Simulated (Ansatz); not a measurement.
Results of PBE-D3(BJ) in Ansatz (PAW) for anatase TiO2 (metastable phase).

Settings: plane-wave cutoff 520 eV, 12×12×12 k mesh, Fermi–Dirac smearing 0.01 eV, no spin polarisation, scalar-relativistic PAW data made under PBE.

Response to compression and expansion:

Shape and atoms are relaxed at each volume.

```tsv
V (Å³/atom)	P (GPa)	direct gap at Γ (eV)	smallest gap on the k mesh (eV)	c (Å)
10.985	7.41	2.636	2.053	9.283
11.214	3.60	2.611	2.086	9.432
11.443	0.00	2.580	2.111	9.573
11.672	-3.37	2.544	2.126	9.703
11.900	-6.52	2.504	2.131	9.823
```

The fundamental gap (2.11 eV at the equilibrium volume, with added k points) lies elsewhere than Γ–Γ.

Note: the bulk modulus comes from volumes at which shape and atoms were relaxed.

Ansatz is a first-principles code.
